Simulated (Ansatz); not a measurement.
Process, species as SMILES: ClC (CH3-Cl) → [CH2]Cl (CH2-Cl) + H atom
B3LYP-D3(BJ)/def2-TZVP geometries, fixed; electronic energies without zero-point terms.

How fast the bond dissociation energy converges with the basis for several methods (Ansatz, a quantum-chemistry and plane-wave program): deviation from each method's own reference, in kcal/mol. References: CCSD(T) 107.06 kcal/mol, Hartree-Fock in aug-cc-pV(Q+d)Z plus the correlation part extrapolated as X^-3 from aug-cc-pV(T+d)Z and aug-cc-pV(Q+d)Z; HF 82.90 kcal/mol, the value in pcseg-4; MP2 107.29 kcal/mol, Hartree-Fock in aug-cc-pV(Q+d)Z plus the correlation part extrapolated as X^-3 from aug-cc-pV(T+d)Z and aug-cc-pV(Q+d)Z; PBE 102.11 kcal/mol, the value in pcseg-4; PBE0 102.54 kcal/mol, the value in pcseg-4; wB97M-V 106.44 kcal/mol, the value in pcseg-4. Cartesian d functions, on some or all atoms, in 6-311+G**; all else is spherical. In correlated methods cores are frozen. Open shells are unrestricted. No added dispersion term, no relativity. Functionals ending in -V hold VV10 correlation. 

```json
[
 {"basis": "STO-3G", "functions": "17", "CCSD(T)": "18.08", "HF": "29.21", "MP2": "16.09", "PBE": "33.83", "PBE0": "33.15", "wB97M-V": "36.47"},
 {"basis": "pcseg-0", "functions": "28", "CCSD(T)": "-5.74", "HF": "5.48", "MP2": "-6.87", "PBE": "5.47", "PBE0": "5.84", "wB97M-V": "5.76"},
 {"basis": "def2-SV(P)", "functions": "38", "CCSD(T)": "-10.88", "HF": "-1.20", "MP2": "-11.46", "PBE": "-1.72", "PBE0": "-1.42", "wB97M-V": "-0.74"},
 {"basis": "cc-pV(D+d)Z", "functions": "52", "CCSD(T)": "-4.85", "HF": "-0.30", "MP2": "-5.73", "PBE": "-0.58", "PBE0": "-0.47", "wB97M-V": "0.21"},
 {"basis": "6-311+G**", "functions": "71", "CCSD(T)": "-3.38", "HF": "0.83", "MP2": "-4.16", "PBE": "1.13", "PBE0": "1.04", "wB97M-V": "0.77"},
 {"basis": "def2-TZVP", "functions": "86", "CCSD(T)": "-3.03", "HF": "-0.18", "MP2": "-3.65", "PBE": "-0.15", "PBE0": "-0.15", "wB97M-V": "-0.25"},
 {"basis": "pcseg-2", "functions": "106", "CCSD(T)": "-1.00", "HF": "0.49", "MP2": "-1.51", "PBE": "0.22", "PBE0": "0.29", "wB97M-V": "0.19"},
 {"basis": "def2-TZVPP", "functions": "115", "CCSD(T)": "-1.35", "HF": "0.01", "MP2": "-1.78", "PBE": "0.07", "PBE0": "0.05", "wB97M-V": "0.08"},
 {"basis": "cc-pV(Q+d)Z", "functions": "209", "CCSD(T)": "-0.44", "HF": "0.01", "MP2": "-0.68", "PBE": "0.16", "PBE0": "0.10", "wB97M-V": "0.15"},
 {"basis": "pcseg-3", "functions": "223", "CCSD(T)": "-0.24", "HF": "0.08", "MP2": "-0.45", "PBE": "0.03", "PBE0": "0.04", "wB97M-V": "0.03"},
 {"basis": "aug-cc-pV(Q+d)Z", "functions": "307", "CCSD(T)": "-0.31", "HF": "0.01", "MP2": "-0.48", "PBE": "0.09", "PBE0": "0.07", "wB97M-V": "0.04"},
 {"basis": "aug-pcseg-3", "functions": "321", "CCSD(T)": "-0.25", "HF": "0.05", "MP2": "-0.45", "PBE": "0.01", "PBE0": "0.02", "wB97M-V": "0.02"}
]
```

Mean absolute deviation over 6-311+G**, def2-TZVP, pcseg-2, def2-TZVPP: wB97M-V 0.32, HF 0.38, PBE0 0.38, PBE 0.39, CCSD(T) 2.19, MP2 2.77 kcal/mol.
